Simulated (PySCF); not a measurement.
# Two-dimensional NMR puzzle

Compound of formula C₃H₃F₃. Correlations simulated from computed shifts and couplings:

HSQC (one-bond C–H):
| δH | δC | ¹J(C,H) (Hz) |
| --- | --- | --- |
| 5.42 | 79.3 | 157 |
| 4.82 | 84.3 | 175 |

COSY cross peaks (|J| ≥ 2 Hz):
| δH | δH | abs. J (Hz) | bonds |
| --- | --- | --- | --- |
| 5.42 | 4.82 | 7.2 | 3 |

HMBC (two and three bonds, |J| ≥ 2.5 Hz):
| δH | δC [abs. J in Hz] |
| --- | --- |
| 5.42 | 169.2 [5.9], 84.3 [2.9] |
| 4.82 | 79.3 [2.8] |

Carbons without hydrogens: δ 169.2.

Method: geometry: GFN2-xTB, B3LYP/pcJ-1 coupling constants, PBE0/pcSseg-1 with gauge-including orbitals, in PySCF 2.14.0 with density-fitted response routines (fast rotation and ring inversion assumed for equivalent nuclei, a single conformation, non-relativistic Hamiltonian, isolated molecule).

δ = σ(ref) − σ, references computed at the same level: ¹H (31.72 ppm), ¹³C (186.93 ppm) against TMS.

Exchangeable hydrogens are left out of these lists, and C,H couplings along chains are those of one rotamer, so weak HMBC peaks may be missing or extra.

**Question.** Which molecule is this?

**Answer.** `FCC=C(F)F`.

Mapped SMILES: `[F:1][CH2:2][CH:3]=[C:4]([F:5])[F:6]` (H(Xn): hydrogen on atom n).

1. δC 169.2 is C4, a fully substituted alkene carbon.
2. δC 84.3 is C3, an alkene CH (δH 4.82).
3. δC 79.3 is C2, an allylic sp3 CH2 bonded to F (δH 5.42).
4. HMBC from δH 5.42 reaches the proton-free carbon C4.
5. COSY links 5.42–4.82.

This is the structure that produced the data.

Common functionals overestimate the size of one-bond C–F couplings by tens of Hz; these are unscaled. Unscaled 3J(H,H) at this level run about 10 % above measured values. Shifts are as computed. Against solution values, carbons near 30 ppm lie about +3 ppm off and those near 130 ppm about +5 ppm. Of 1211 compounds with measured shifts, 218 miss one by over three times the rms of a fit or turn the order of signals round; such compounds aren't used in these exercises. Couplings across =CH–CH2 type bonds come from one rotamer and its mirror image, and can be 1–2 Hz further off. 3J across rotatable bonds or in flexible rings reflects this conformer alone.
